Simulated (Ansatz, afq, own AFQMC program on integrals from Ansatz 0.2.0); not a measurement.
AFQMC on a folder of integrals that Ansatz 0.2.0 wrote.

```yaml
crystal:
  periodic: [false, false, false]
  atoms:
    - {symbol: Si, position_ang: [-0.647685, -0.005599, 0.000546]}
    - {symbol: B, position_ang: [2.006215, 0.017343, -0.001693]}
    - {symbol: H, position_ang: [-1.169135, 1.391744, 0.003040]}
    - {symbol: H, position_ang: [-1.149922, -0.712653, 1.213936]}
    - {symbol: H, position_ang: [-1.152001, -0.709096, -1.214048]}
basis:
  gaussian: {orbitals: cc-pVDZ}
magnetization: {spin_polarized: false}
correlation: {method: ccsd_t, electrons: outside_noble_gas, hamiltonian_folder: ham}
```

```sh
$ ansatz run in.yaml --threads 1 --pin off --events-out ev --progress --plain --max-ram 1382MiB
```

afq runs on the folder ham with

```
--method phaseless --trial cisd --walkers 60 --populations 1 --least-time 40 --time-step 0.005 --steps-per-block 50 --equilibration-blocks 28 --max-blocks 300 --target-error 0.00038 --factor-cut 1e-05 --seed 7243 --release-times 0.24,0.51,0.99,1.62,2.4 --release-step 0.03 --release-every 4 --taylor-order 6
```

Times are imaginary, in 1/Eh. The walk had a cap of 656 s.

Output of the walk:

```
orbitals 41  electrons 5 5  factors 301 of 444
reference energy -315.18225686 Eh
CCSD correlation -0.21215607 Eh in 12 cycles, weight of the determinant in the CISD state 0.8406
energy of the start -315.394413 Eh
 block  time / (1/Eh)  mean weight  energy / Eh
     1     0.250  1.0028  -315.390983
     2     0.500  0.9974  -315.392092
     3     0.750  0.9991  -315.392923
     4     1.000  0.9996  -315.394898
     5     1.250  1.0006  -315.395302
     8     2.000  1.0016  -315.398182
    17     4.250  1.0003  -315.401573
    41    10.250  1.0017  -315.399058
    65    16.250  1.0017  -315.395929
    89    22.250  1.0007  -315.408248
   113    28.250  1.0011  -315.403267
   137    34.250  1.0012  -315.399871
   161    40.250  0.9990  -315.401543
   185    46.250  0.9990  -315.404348
   209    52.250  0.9996  -315.401563
   233    58.250  0.9986  -315.399226
   257    64.250  0.9976  -315.397023
   281    70.250  0.9995  -315.394048
   305    76.250  0.9975  -315.399321
   321    80.250  1.0012  -315.395038
blocks merged  error / Eh  count
     1  0.000204  300
     2  0.000257  150
     4  0.000323  75
     8  0.000379  37
    16  0.000420  18
    32  0.000479  9
released: time / (1/Eh)  energy / Eh  error  mean overlap
  0.24  -315.401336  0.000408  0.9894
  0.51  -315.401748  0.000459  0.9863
  0.99  -315.401708  0.000494  0.9864
  1.62  -315.402293  0.000499  0.9836
  2.40  -315.402722  0.000624  0.9774
energy -315.400894 +/- 0.000420 Eh
(rows thinned)
```

The run passed its tests (sampling time, drift between the halves within three errors, error under three times the target), which doesn't prove that it has relaxed.

Against this walk (error 11.4 meV) on the same determinant: CCSD(T) 14.1 meV higher (within the noise), CCSDT(Q) 32.2 meV lower. The error is statistical and leaves out the bias of the constraint. Released to 2.40 1/Eh the energy lies 50 ± 20 meV (both errors) below the phaseless value, which shows part or all of the bias of the constraint, and CCSDT(Q) lies 17.5 meV above the released value.

Cautions: constraint bias not in the error; error above the target (11.4 against 10.3 meV); higher spins were not checked; restricted determinant unstable towards unrestricted (UHF 137 meV lower, ⟨S²⟩ 0.46).

The walk took 3.5 min on 1 thread of Intel(R) Xeon(R) Platinum 8488C (Sapphire Rapids), on a shared host. The log's last line is the phaseless energy.

CCSDT and higher add their correlation energy to the determinant of the CCSD(T) run, since their own runs factorise the integrals more tightly (a shift of under 2 meV). A walk keeps the symmetry of its determinant, which the program's search chose and which needn't be the lowest solution, so a lower state of the same spin and another symmetry isn't excluded.
